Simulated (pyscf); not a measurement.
Optimised with ωB97X-D3(BJ)/def2-SVP in PySCF. MP2 and CC: frozen core, UHF for open shells. ΔMP2 is the change of the MP2 total energy from the triple- to the quadruple-zeta basis.

SMILES: [SiH3][CH2][GeH3]
```xyz
11

Si     0.4506     1.0870    -1.5941
C      0.2807    -0.0501    -0.1103
Ge    -0.0880     0.9155     1.5481
H     -0.8105     1.8624    -1.7922
H      1.5652     2.0562    -1.3717
H      0.7344     0.3183    -2.8431
H     -0.5348    -0.7706    -0.2874
H      1.2086    -0.6312     0.0193
H      1.0588     1.8978     1.8429
H     -0.2235    -0.0644     2.7263
H     -1.3968     1.7116     1.4057
```
Charge 0, spin multiplicity 1.

How much does it cost (ΔH, 298 K, CCSD(T)/def2-TZVPP + ΔMP2(QZVPP)) to split H₃Si–CH₂–GeH₃ (SMILES [SiH3][CH2][GeH3]) at its C–Si bond into SiH₃• + •H₂C–GeH₃?

C–Si to SiH₃• + •H₂C–GeH₃: 88.3 kcal/mol. •H₂C–GeH₃ lies 20.6 kcal/mol over its isomer H₃C–GeH₂• (electronic energy, ωB97M-D3(BJ)/def2-TZVP). The CCSD(T) − MP2 part came from Ansatz, without density fitting, on the same reference. The frozen core leaves the outer d or s,p core shells of the metals and heavy elements correlated in the MP2 and CC values, and def2-TZVPP describes them poorly, which can shift differences by a few kcal/mol. Elements up to Kr have no core potential and no relativistic terms here.
